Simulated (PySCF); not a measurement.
# Exercise with solution: entropy of an ideal gas

formic acid (CH₂O₂), SMILES O=CO.

Geometry: PBE-D3(BJ)/def2-TZVP. One conformer was computed; it need not be the lowest.

PBE-D3(BJ)/def2-TZVP (PySCF 2.14.0) gives the harmonic wavenumbers 605, 685, 1005, 1080, 1260, 1352, 1765, 2961, 3585 cm⁻¹ and the rotational temperatures 3.6950, 0.5698, 0.4937 K. The molar mass is 46.03 g/mol, the symmetry number 1, the spin multiplicity 1.

Work out the entropy at 298.15 K and 1 atm in the rigid-rotor, harmonic-oscillator model.


Translation (Sackur–Tetrode at 1 atm): S = R[1.5 ln M + 2.5 ln T − 1.16487] = 156.5 J/(mol K).
Rotation: q = (√π/σ) T^1.5/√(θA θB θC) = 8950, S = R[ln q + 3/2] = 88.1 J/(mol K).
Vibration: with u = 1.4388 ν/T, each mode gives R[u/(e^u − 1) − ln(1 − e^−u)]:
```tsv
ν (cm⁻¹)	modes	u	S (J/(mol K))
605	1	2.92	1.85
685	1	3.31	1.36
1005	1	4.85	0.38
1080	1	5.21	0.28
1260	1	6.08	0.13
1352	1	6.52	0.09
1765	1	8.52	0.02
```
The stiffer modes add less than 0.005 each. Sum 4.1 J/(mol K).
Spin: R ln 1 = 0.0 J/(mol K).
Total 248.7 J/(mol K); the program's own thermochemistry gives 248.7. Translation makes up 63 % and vibration 2 %. Anharmonicity, hindered rotation and orbital degeneracy are left out.
